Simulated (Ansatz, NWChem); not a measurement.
Worked example: the enthalpy of formation of H2O2 (hydrogen peroxide)

H2O2 has 4 atoms, charge 0, and is taken as a singlet. SMILES: `OO`. Geometry: relaxed at PBE0-D4/def2-TZVP.

Total energies at BLYP/def2-TZVPP (NWChem 7.3.0); the atoms run unrestricted:

```tsv
species	state	energy (Eh)
H2O2	singlet	-151.602379
O	triplet	-75.085143
H	doublet	-0.497552
```

Harmonic wavenumbers at PBE0-D4/def2-TZVP, in cm⁻¹: 396, 1008, 1347, 1464, 3805, 3806.

Measured heats of formation of the gaseous atoms at 298.15 K, in kJ/mol: O 249.2, H 218.0. Spin-orbit lowering of the atoms at 298 K (mean of the ground term's levels less their thermal mean, from spectra), in kJ/mol: O 0.40. Take 1 Eh = 2625.50 kJ/mol, 1 cm⁻¹ = 0.0119627 kJ/mol, RT = 2.479 kJ/mol.

Question: Work out the heat of formation of the gas at 298 K.

Answer: 
1. Electronic atomisation energy: 2 × (-75.085143) + 2 × (-0.497552) − (-151.602379) = 0.436989 Eh = 1147.3 kJ/mol.
2. Zero-point energy: half the sum of the wavenumbers, 5913 cm⁻¹ = 70.7 kJ/mol.
3. Thermal vibrational enthalpy, Σ hcν̃/(exp(hcν̃/kT) − 1): 1.0 kJ/mol. Translation, rotation and pV of a non-linear molecule: 4 RT = 9.9 kJ/mol.
4. The 4 free atoms carry 5/2 RT each: 24.8 kJ/mol.
5. Spin-orbit coupling lowers the free atoms by 2 × 0.40 = 0.8 kJ/mol.
6. Atomisation enthalpy at 298 K: 1147.3 − 0.8 − 70.7 − 1.0 − 9.9 + 24.8 = 1089.7 kJ/mol.
7. Sum of the atoms' heats of formation: 934.4 kJ/mol. Heat of formation: 934.4 − 1089.7 = -155.3 kJ/mol.

The tabulated value is -135.4 kJ/mol (Active Thermochemical Tables), so this level is off by -19.9 kJ/mol, or 1.9 % of the atomisation enthalpy. Gradient-corrected functionals often overbind somewhat. Anharmonicity and any spin-orbit splitting of the molecule are left out.
